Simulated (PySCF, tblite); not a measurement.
# C6H9 radical: geometry, infrared bands and EPR parameters

What infrared bands and EPR parameters should C6H9 radical (`C1C[C]1C1CC1`) show?

The runs use tblite 0.8.0 and PySCF 2.14.0, with density-fitted response routines of our own; the level of theory stands in each step. All values are computed, except where a source is named. Atoms are numbered from 0 throughout.

## Step 1: The starting structure

15 atoms, charge 0, multiplicity 2; geometry from: force field or distance geometry start.

Bonds of the start (Å): C0–C1 1.54, C1–C2 1.53, C2–C3 1.50, C3–C4 1.51, C4–C5 1.50, C2–C0 1.48, C5–C3 1.52, C0–H6 1.11, C0–H7 1.12, C1–H8 1.09, C1–H9 1.11, C3–H10 1.11, C4–H11 1.12, C4–H12 1.10, C5–H13 1.12, C5–H14 1.10.

## Step 2: Geometry optimisation with GFN2-xTB

What the job is given:

```
{"job": {"kind": "relax", "xc": "GFN2-xTB", "basis": "xTB"}, "charge": 0, "multiplicity": 2}
C     -1.758300    -0.705200     0.674400
C     -1.906200     0.695400     0.044700
C     -0.559800     0.140100     0.515200
C      0.515400    -0.127000    -0.489700
C      1.844400    -0.679000    -0.043500
C      1.708500     0.799300    -0.290600
H     -1.962600    -1.580800     0.021500
H     -2.091800    -0.829600     1.740900
H     -2.139600     0.699400    -1.016100
H     -2.275600     1.508400     0.711500
H      0.247000    -0.364700    -1.543100
H      2.511600    -1.175200    -0.801000
H      1.990400    -1.064400     0.978100
H      1.682400     1.425500     0.635000
H      2.189900     1.265800    -1.159400
```

Run with:

```
$ OMP_NUM_THREADS=1 python probes_run.py task.json out
```

The driver reads the jobs from task.json and runs them one after another.

**Question.** This job is followed by: GFN2-xTB harmonic vibrations, gas phase; UKS B3LYP, pcH-1 on C H, non-relativistic, mean-field spin-orbit, GIAO. What will the session give for the following? strongest single infrared mode (GFN2-xTB); zero-point energy (GFN2-xTB); g(iso) (B3LYP); ⟨S²⟩; largest a(iso) (averaged by class); potential on the surface of density 0.002 e/bohr³, 1st and 99th percentile.

**Answer**, as computed:

| quantity | value |
| --- | --- |
| strongest single infrared mode (GFN2-xTB) | 3116 cm⁻¹, 59 km/mol |
| zero-point energy (GFN2-xTB) | 80.3 kcal/mol |
| g(iso) (B3LYP) | 2.00270 |
| ⟨S²⟩ | 0.754 (exact 0.75) |
| largest a(iso) (averaged by class) | 13C on C2, 219.5 MHz |
| potential on the surface of density 0.002 e/bohr³, 1st and 99th percentile | -0.75 V and 0.71 V |

What this shows: Relaxing lowered the energy by 0.691 eV in 103 steps; the close pair that moved most is C1–C2, from 1.531 to 1.464 Å. All 39 modes are real, so the xTB geometry is a minimum. The strongest single mode, at 3116 cm⁻¹, is carried by H12, H13, H14, H11. GFN2-xTB is a fitted tight-binding method: band positions and strengths are rough. Its intensities can rank the bands wrongly. C2 carries the largest spin population, 0.89 e. The isotropic g lies 0.4 ppt above the free-electron value.
